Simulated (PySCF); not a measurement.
# Two-dimensional NMR puzzle

Compound of formula C$_{3}$H$_{4}$ClN. Correlations simulated from computed shifts and the bond graph:

HSQC (one-bond C–H):
```tsv
δH	δC
4.45	45.7
1.68	26.5
```

COSY cross peaks (H two or three bonds apart, from the bond graph; peaks can be absent where the dihedral angle is near 90°):
```tsv
δH	δH
4.45	1.68
```

HMBC (two and three bonds, from the bond graph):
```tsv
δH	δC
4.45	124.1, 26.5
1.68	124.1, 45.7
```

Carbons without hydrogens: δ 124.1.

- NMR shieldings at B97-2/pcSseg-2/GIAO
- geometry from PBE0-D3(BJ)/def2-TZVP
- code: PySCF
- non-relativistic, in vacuum, one computed conformer, averaged over atoms made equivalent by symmetry, fast rotation or ring inversion

δ = σ(ref) − σ, references computed at the same level: TMS for ¹H (σref 31.64) and ¹³C (σref 185.38).

Exchangeable hydrogens are left out of these lists.

Question: Which molecule is this?

Answer: `C[C@@H](Cl)C#N`.

Atoms are numbered as in `[CH3:1][C@@H:2]([Cl:3])[C:4]#[N:5]`. Hydrogens are named by the atom that carries them.

- δC 124.1 is C4, a nitrile carbon.
- δC 45.7 is C2, an sp3 CH bonded to Cl, α to a nitrile (δH 4.45).
- δC 26.5 is C1, a methyl carbon (δH 1.68).
- HMBC from δH 4.45 reaches the proton-free carbon C4.
- HMBC from δH 1.68 reaches the proton-free carbon C4.
- COSY links 4.45–1.68.

Carbons that carry Cl, above all several Cl atoms, come out too deshielded, partly because spin–orbit coupling is missing. Shifts are as computed. Against solution values, carbons near 30 ppm lie about +3 ppm off and those near 130 ppm about +7 ppm; carbons on Cl a further +5 ppm. Of 1211 compounds with measured shifts, 218 miss one by over three times the rms of a fit or turn the order of signals round; such compounds aren't used in these exercises.
